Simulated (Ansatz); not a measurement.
This geometry of AlClH4 (6 atoms, charge 0, multiplicity 1) is a first-order saddle point.

Computed with Ansatz 0.2.0, RKS r2SCANh/6-31G*.

```xyz
6
Properties=species:S:1:pos:R:3
Al 0.008 -0.044 0.046
H 0.012 0.201 1.671
H 1.412 0.125 -0.663
H -1.412 0.048 -0.644
Cl 0.078 -2.419 0.960
H 0.052 -1.292 1.727
```

Q: Which two structures does it join? (They come from a converged band through this point; their orientation in space is the band's.)

A: Bonds broken: Al1–H2, Cl5–H6. Bonds formed: H2–H6. AlClH4 becomes AlClH2 + H2.

Image 0:

```xyz
6
Properties=species:S:1:pos:R:3
Al 0.002 0.155 0.021
H -0.002 0.692 1.526
H 1.377 0.106 -0.778
H -1.379 0.030 -0.758
Cl 0.079 -2.350 0.923
H 0.072 -2.013 2.164
```

Image 8:

```xyz
6
Properties=species:S:1:pos:R:3
Al 0.021 -0.622 -0.312
H 0.011 0.252 2.089
H 1.401 0.122 -0.490
H -1.400 0.044 -0.472
Cl 0.081 -2.704 0.029
H 0.034 -0.472 2.254
```

Q: How far does it lie above each of them?

A: 0.121 eV above the first and 1.580 eV above the second. This is the barrier of this one path; another mechanism may lie lower. The orbitals stay closed-shell, which can raise the energy where a bond breaks towards radicals; this wasn't checked here.

The run took 2.4 min on 1 thread of Arm Neoverse V1 (shared host), peak memory 0.11 GiB.
